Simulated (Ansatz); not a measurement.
## [GeH$_{3}$···H···H], doublet along the distance Ge1-H5

Starting geometry:

```yaml
atoms:
  - { symbol: Ge, position_ang: [-0.0380, 0.0000, 0.0000] }
  - { symbol: H, position_ang: [-0.5494, 1.4466, 0.0000] }
  - { symbol: H, position_ang: [-0.5494, -0.7233, 1.2528] }
  - { symbol: H, position_ang: [-0.5494, -0.7233, -1.2528] }
  - { symbol: H, position_ang: [1.4964, 0.0000, 0.0000] }
  - { symbol: H, position_ang: [2.8900, 0.0000, 0.0000] }
```

From there H5 is moved from one fragment to the other while all else, the fragments' distance too, stays fixed; atoms are numbered as listed. Energies are in kcal/mol, counted from the starting geometry at the same level. Kohn–Sham curves are unrestricted where that lies lower.

Basis cc-pVTZ; Ansatz 0.2.0. Correlated methods freeze the noble-gas cores and the filled d shells of p-block atoms. Prefix R: restricted or restricted open-shell reference; prefix U: unrestricted. No spin–orbit coupling is included, and no scalar relativity.

Full CI isn't at hand for all of this; UCCSDT(Q) serves as the reference, and is uncertain by about the last step of the cluster series.

```
distance Ge1-H5 (Å)  UCCSDT(Q)  curve A  curve B  curve C  curve D
              1.534        0.0      0.0      0.0      0.0      0.0
              1.627       -0.3     -0.5     -0.7      0.6     -0.1
              1.812       -1.0     -1.9     -2.2      1.9     -0.6
              1.998       -9.0    -10.2     -9.3     -6.4     -8.8
              2.183      -16.5    -17.9    -15.0    -15.3    -16.7
```

(1) The curves come from PBE0, RPA-PBE, UCCSD, UMP2. Compare each with UCCSDT(Q) and say which is which.

Functionals correlate the shells that the reference freezes, so part of their error here is the reference's.

## Answers

(1) A: RPA-PBE, B: PBE0, C: UMP2, D: UCCSD. Spread of the error against UCCSDT(Q), over the points where both stand: A 1.3, B 2.7, C 2.9, D 0.5 kcal/mol.
